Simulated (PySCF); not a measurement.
Numbering as in the mapped SMILES `[CH3:1][c:2]1[cH:3][cH:4][s:5][n:6]1`; H(Xn) means a hydrogen on atom n.

Geometry: GFN2-xTB; GIAO shifts from PySCF 2.14.0 with density-fitted response routines, gas phase, non-relativistic, averaged over equivalent atoms.

At wB97X/6-31G (68 basis functions, 8.5 s wall time on 1 thread of an Arm Neoverse V1, shared host):
```json
{"atoms": "C2", "δ (ppm)": "160.7"}
{"atoms": "C4", "δ (ppm)": "155.7"}
{"atoms": "C3", "δ (ppm)": "118.3"}
{"atoms": "C1", "δ (ppm)": "20.3"}
{"atoms": "N6", "δ (ppm)": "324.2"}
{"atoms": "H(C4)", "δ (ppm)": "8.62"}
{"atoms": "H(C3)", "δ (ppm)": "7.43"}
{"atoms": "H(C1)", "δ (ppm)": "2.77"}
```

Scale: ¹³C (σ = 204.35 ppm) and ¹H (σ = 33.20 ppm) against TMS; NH3 for ¹⁵N (σ = 265.47 ppm) (reference shieldings calculated alike).

Estimate the result of repeating the calculation with B3LYP/def2-TZVP.

## Answers


| atoms | δ at B3LYP/def2-TZVP | change |
| --- | --- | --- |
| C2 | 172.0 | +11.3 |
| C4 | 158.5 | +2.8 |
| C3 | 125.3 | +7.0 |
| C1 | 21.3 | +1.0 |
| N6 | 326.1 | +1.9 |
| H(C4) | 8.67 | +0.05 |
| H(C3) | 7.20 | -0.23 |
| H(C1) | 2.70 | -0.07 |

References, each an isolated molecule treated in the same way: ¹³C (σref 184.68), ¹H (σref 32.10) against TMS; ¹⁵N (σref 265.03) against NH3.

The largest change is at C2 (substituted aromatic carbon next to a ring nitrogen). Cost: 222 basis functions, 30 s wall time on 1 thread of an Arm Neoverse V1, shared host. The order of the carbon signals is the same at both levels.

Experimental scales use liquid or dissolved standards, which lie at an offset from isolated NH3 (liquid NH3: subtract about 20 ppm). Unscaled 15N shifts of sp2 nitrogen often come out too high even then, by a few to some tens of ppm.
